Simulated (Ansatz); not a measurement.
Run this with Ansatz 0.2.0, Python API and show what comes out.

`torsion.py`
```python
# -*- coding: utf-8 -*-
"""Rigid torsion scan of C3H5NO."""

import logging
import sys

import ansatz as az
from ase import Atoms

logging.basicConfig(stream=sys.stdout, format="[%(levelname)s] %(message)s")
log = logging.getLogger("c3h5no")
log.setLevel(logging.INFO)

BASIS_SET = "def2-SVP"
XC = "pbe"
FMAX = 0.02

atoms = Atoms(["C", "C", "C", "N", "O", "H", "H", "H", "H", "H"], positions=[
    (-0.5265, -0.3472, 1.7047),
    (0.2142, 0.0304, 0.6667),
    (-0.3125, -0.0575, -0.7376),
    (0.7077, 0.324, -1.662),
    (-1.4012, -0.4397, -1.0443),
    (-0.2216, -0.2229, 2.7146),
    (-1.5665, -0.6453, 1.5362),
    (1.2687, 0.3929, 0.8299),
    (0.3505, 0.2866, -2.585),
    (1.5704, 0.6275, -1.4202),
])

# relax first, so that the scan starts from a minimum
first = (
    az.Crystal.molecule_from_ase(atoms).calculation()
    .basis(gaussian=BASIS_SET)
    .functional(XC)
    .relax(force_tolerance=FMAX, max_steps=80)  # relax until the tolerances are met
)
atoms.positions = first.run(threads=1).report["positions_ang"]

start = atoms.get_dihedral(0, 1, 2, 3)
energies = {}
for turn in range(0, 360, 40):
    turned = atoms.copy()
    turned.set_dihedral(0, 1, 2, 3, start + turn, indices=[2, 3, 4, 8, 9])
    calc = az.Crystal.molecule_from_ase(turned).calculation()
    calc = calc.basis(gaussian=BASIS_SET)
    calc = calc.functional(XC)
    energies[round((start + turn) % 360)] = calc.run(threads=1).report["free_energy_ev"]
floor = min(energies.values())
log.info("dihedral C0-C1-C2-N3 (deg)   E - E(min) (kcal/mol)")
for angle, e in sorted(energies.items()):
    log.info(f"{angle:8d} {23.060548 * (e - floor):14.3f}  " + "#" * int(30 * (e - floor) / max(max(energies.values()) - floor, 1e-9)))
```

Running `python torsion.py` prints:
```text
[INFO] dihedral C0-C1-C2-N3 (deg)   E - E(min) (kcal/mol)
[INFO]       20          4.427  #####################
[INFO]       60          4.330  #####################
[INFO]      100          6.125  #############################
[INFO]      140          2.751  #############
[INFO]      180          0.000
[INFO]      220          2.758  #############
[INFO]      260          6.127  ##############################
[INFO]      300          4.325  #####################
[INFO]      340          4.427  #####################
```

The scan is rigid and the energies are electronic, in a modest basis. With rigid groups the curve can differ much from the relaxed path, the start wasn't checked as a minimum of this torsion, and equivalent turns needn't return to the same energy. It ran for 37 s on 1 thread of Arm Neoverse V2, with other jobs on the host, peak memory 0.24 GiB.

(A comment or docstring line of the script was reworded after the run, the code is as it ran.)
